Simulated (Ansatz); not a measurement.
Species: C2H6N, charge 0, doublet. C2H6N (SMILES CN[CH2], doublet).
B3LYP-D3(BJ)/def2-TZVP minimum from Ansatz (a first-principles code):
```xyz
9

C     -0.1173    -0.1522     1.2661
N      0.0966     0.4837     0.0577
C      0.0134    -0.2820    -1.1694
H      0.0488     0.4281     2.1618
H     -0.8649    -0.9333     1.2779
H      0.8364     1.1693     0.0663
H      0.7893    -1.0556    -1.2447
H      0.0972     0.3862    -2.0263
H     -0.9593    -0.7753    -1.2192
```
Charge 0, spin multiplicity 2.

Total energies in hartree (Ansatz). UHF or UKS for unpaired electrons; spin-orbit terms are left out. Cores are frozen in correlated methods. No relativity. Where a partner has so few electrons that a lower coupled-cluster level is exact, that level stands in.

```tsv
species	HF/cc-pVTZ	CCSD(T)/cc-pVTZ	HF/cc-pVQZ	CCSD(T)/cc-pVQZ	CCSD(T)/cc-pVDZ	CCSDT(Q)/cc-pVDZ
1: C2H6N (SMILES N(C)[CH2], doublet)	-133.66954	-134.26872	-133.67944	-134.31040	-134.12223	-134.12388
2: C (triplet)	-37.69157	-37.78076	-37.69331	-37.78654	-37.76038	-37.76071
3: N (quartet)	-54.40069	-54.51471	-54.40372	-54.52482	-54.47850	-54.47866
4: H (doublet)	-0.49981	-0.49981	-0.49995	-0.49995	-0.49928	-0.49928
```

Problem. Work out the atomisation energy (electronic, to ground-state atoms) in kcal/mol: take Hartree-Fock from cc-pVQZ, extrapolate the CCSD(T) correlation energy as X^-3 (X = 3, 4), and add CCSDT(Q) - CCSD(T) in cc-pVDZ. 1 hartree = 627.51 kcal/mol.

Solution. 
Species 1: correlation (64·(-0.63096) - 27·(-0.59918))/37 = -0.65415; step -0.00165; E1 = -133.67944 + (-0.65415) + (-0.00165) = -134.33524
Species 2: correlation (64·(-0.09323) - 27·(-0.08919))/37 = -0.09618; step -0.00033; E2 = -37.69331 + (-0.09618) + (-0.00033) = -37.78982
Species 3: correlation (64·(-0.12110) - 27·(-0.11402))/37 = -0.12627; step -0.00016; E3 = -54.40372 + (-0.12627) + (-0.00016) = -54.53015
Species 4: correlation (64·(0.00000) - 27·(0.00000))/37 = 0.00000; step +0.00000; E4 = -0.49995 + (0.00000) + (+0.00000) = -0.49995
-1·E1 +2·E2 +1·E3 +6·E4 = 1.22575 hartree = 769.2 kcal/mol.
